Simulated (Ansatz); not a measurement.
# AlH₃F (doublet): wave-function methods side by side at distance Al1–H4 along a hydrogen transfer = 2.198 Å, cc-pVDZ

One table from this session's results is given with a row withheld; the runs are named, their logs left out.

Method: cc-pVDZ, core rule «outside noble gas», up to 6 orbitals frozen; program: Ansatz 0.2.0, Gaussian basis.

Plan: UHF; CCSD(T) on ROHF; CCSD(T) on UHF; BCCD(T) on ROHF; CISD; CCSDT(Q) on ROHF; CCSDT(Q) on UHF; CASSCF and MRCISD+Q, 3 electrons in 3 orbitals; CASSCF and NEVPT2, 3 electrons in 3 orbitals.

17 further runs of the same task are left out: 9 for a known fault of the program, 1 for a mislabelled method, 7 that didn't finish.

### What is computed

The geometry derives from fragments relaxed apart (PBE0/def2-TZVP) and kept rigid, so it is no stationary point. A hydrogen atom is moved between rigid fragments.

5 atoms, charge 0, spin multiplicity 2.

Atoms are counted from 1 here; the program's logs count them from 0.

Bond lengths: Al1–H2 1.586 Å, Al1–H3 1.586 Å, H4–F5 1.002 Å. Angles: H2–Al1–H3 120.0°.

As a file:

```
Al   -1.25321    0.00000    0.00000
H    -2.04613    1.37338    0.00000
H    -2.04613   -1.37338    0.00000
H     0.94479    0.00000    0.00000
F     1.94679    0.00000    0.00000
```

The first run:

Contents of in.yaml:

```yaml
crystal:
  periodic: [false, false, false]
  atoms:
    - {symbol: Al, position_ang: [-1.253208, 0.000000, 0.000000]}
    - {symbol: H, position_ang: [-2.046132, 1.373384, 0.000000]}
    - {symbol: H, position_ang: [-2.046132, -1.373384, 0.000000]}
    - {symbol: H, position_ang: [0.944792, 0.000000, 0.000000]}
    - {symbol: F, position_ang: [1.946792, 0.000000, 0.000000]}
basis:
  gaussian: {orbitals: cc-pVDZ}
magnetization: {spin_polarized: true, initial_magnetization: 1}
hamiltonian: {xc: hf}
output: {orbitals: {seedname: orbitals}}
```

On the command line:

```sh
$ ansatz run in.yaml --threads 1 --pin off --events-out ev --progress --plain --max-ram 2393MiB
```

Among the steps run: UHF; CCSD(T) on ROHF; CCSD(T) on UHF; BCCD(T) on ROHF; CISD; CCSDT(Q) on ROHF; CCSDT(Q) on UHF; CASSCF and MRCISD+Q, 3 electrons in 3 orbitals; CASSCF and NEVPT2, 3 electrons in 3 orbitals.

One of the session's tables, all rows but one given; the rest of the session is left out.

```
     method  from UCCSDT(Q) (meV)
       ROHF               +8016.7
        UHF               +7973.5
       RMP2                +779.3
       UMP2                +780.1
       CISD                +683.0
      RCCSD                     ?
      UCCSD                +129.1
   RCCSD(T)                 +30.3
   UCCSD(T)                 +30.0
    BCCD(T)                 +29.2
     RCCSDT                 +13.8
     UCCSDT                 +13.6
  RCCSDT(Q)                  +0.5
  UCCSDT(Q)                     0
CASSCF pair               +7329.7
NEVPT2 pair                +753.9
```

**Question.** Estimate the row for RCCSD.

As computed: from UCCSDT(Q) (meV): +130.3. In the column «from UCCSDT(Q) (meV)» it lies between UCCSD (+129.1) and CISD (+683.0).

Not comparable, so not listed: CASSCF and MRCISD+Q, 3 electrons in 3 orbitals (they don't share determinant, frozen orbitals or solution with the rows shown, or repeat one).

Caveats from the session: Restricted and unrestricted rows rest on different reference determinants; where their highest levels disagree by more than a few hundredths of an eV, they describe different states and don't form one ladder. Warnings in the runs' records: passed over end.
